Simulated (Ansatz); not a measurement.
**Ga2PH, triplet in cc-pVDZ: errors against UCCSDT(Q)**

Geometry: a PBE0/def2-TZVP stationary point for this spin, not checked as a minimum.

```xyz
4

Ga    0.0000   -0.3606    1.3636
P     0.0000    1.5274    0.0000
Ga    0.0000   -0.3606   -1.3636
H     0.0000    2.9550    0.0000
```

Basis cc-pVDZ; Ansatz 0.2.0. Only valence electrons are correlated (noble-gas cores and the filled d shells of p-block atoms frozen), which leaves 12 electrons in 44 orbitals. R marks a restricted (for open shells ROHF) determinant, U an unrestricted one. Active spaces: frontier = (10e, 10o) about the gap. No spin–orbit coupling is included, and no scalar relativity.

Full CI isn't at hand for all of this; UCCSDT(Q) serves as the reference, and is uncertain by the last step of the cluster series or more. The frozen core follows each run's orbitals, which can shift R against U totals by a few meV for light atoms and by up to 0.1 eV past Ca.

- UHF ⟨S²⟩: 2.043
- T1 diagnostic (RCCSD): 0.0300
- largest doubles amplitude (RCCSD): 0.069
- T1 diagnostic (UCCSD): 0.0291

```tsv
level	E − E(UHF) (eV)
UMP2	-5.7231
UCCSD	-6.6227
UCCSD(T)	-6.9877
```

(1) Estimate how far UCCSDT(Q) in cc-pVDZ lies from UCCSD(T). The table doesn't fix it; the size of (T) and the diagnostics are the guide.

(1) UCCSDT(Q) in cc-pVDZ lies 8.0 kJ/mol below UCCSD(T), which is 23 % of the (T) step (-35.2 kJ/mol). T1 is raised, but (T) still catches most of what CCSD lacks. The miss exceeds 1 kcal/mol.

The other levels:

| level | E − E(UCCSDT(Q)) (kJ/mol) | wall time |
| --- | --- | --- |
| UCCSDT | 3.5 | – |

Run but not shown, since their state, orbitals or frozen core can't be matched to the reference's or they repeat it: RHF, RMP2, RCCSD, RCCSD(T), BCCD(T), RCCSDT, RCCSDT(Q), CASSCF (frontier space), NEVPT2 (frontier space), MRCISD (frontier space), MRCISD+Q (frontier space).
